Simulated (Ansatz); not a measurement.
**Two structures, one formula**

Two relaxed structures of C2H4Li, doublet (PBE0-D4/def2-TZVP; forces vanish, vibrations not checked).

A:

Li1  (-1.436, -0.748, 1.335)
C2  (-0.608, 0.247, -0.248)
C3  (0.362, 0.040, 0.764)
H4  (-0.610, -0.378, -1.137)
H5  (-1.068, 1.223, -0.371)
H6  (0.649, 0.857, 1.421)
H7  (1.106, -0.744, 0.655)
(Å)

B:

```xyz
7
angstrom
Li -2.3993 -0.1209 0.5650
C 0.0940 -0.0754 -0.6757
C 0.6944 0.1157 0.4945
H -0.0706 -1.0706 -1.0765
H -0.2155 0.7565 -1.3005
H 0.8760 1.1112 0.8845
H 1.0209 -0.7164 1.1086
```

Ansatz 0.2.0; basis: def2-TZVPP; cores frozen in the correlated methods; orbitals are unrestricted. The outer core shell of Li, Na, Mg and K is correlated. B3LYP uses VWN-RPA correlation.

Which structure is lower at CCSD(T), and by how much? (An estimate is asked for; the value comes from the calculation.)

The calculation gives: B, by 0.072 eV (electronic energy, against the other). By their contacts, A is C₂H₄Li ([Li]1[CH2][CH2]1) and B is a complex of C₂H₄ (C=C) + Li.

Do the other methods give the same order? (Judge from chemistry; the calculation decides.)

The calculation gives: Not all: PBE-D4, r2SCAN-D4, PBE0-D4, wB97M-V give the other order.

```json
{"method": "PBE-D4", "E(B) − E(A) (eV)": "0.050"}
{"method": "r2SCAN-D4", "E(B) − E(A) (eV)": "0.163"}
{"method": "PBE0-D4", "E(B) − E(A) (eV)": "0.043"}
{"method": "B3LYP-D4", "E(B) − E(A) (eV)": "-0.046"}
{"method": "wB97M-V", "E(B) − E(A) (eV)": "0.182"}
{"method": "HF", "E(B) − E(A) (eV)": "-0.543"}
{"method": "MP2", "E(B) − E(A) (eV)": "-0.009"}
{"method": "CCSD", "E(B) − E(A) (eV)": "-0.084"}
{"method": "CCSD(T)", "E(B) − E(A) (eV)": "-0.072"}
```

The T1 diagnostic stays at or below 0.018. ⟨S²⟩ of the unrestricted Hartree–Fock references: 0.76 to 0.77 (a pure state has 0.75).

Labels in which every atom is bracketed show which atoms are joined, not bond orders.

For scale, one of the runs: CCSD(T)/def2-TZVPP, 137 basis functions, launched by `ansatz run in.yaml --threads 2 --pin off --events-out ev --progress --plain --max-ram 4352MiB`. Hardware: 2 CPU threads of an Arm Neoverse V2, shared host. Wall time 36 s; peak host memory 1.8 GiB.
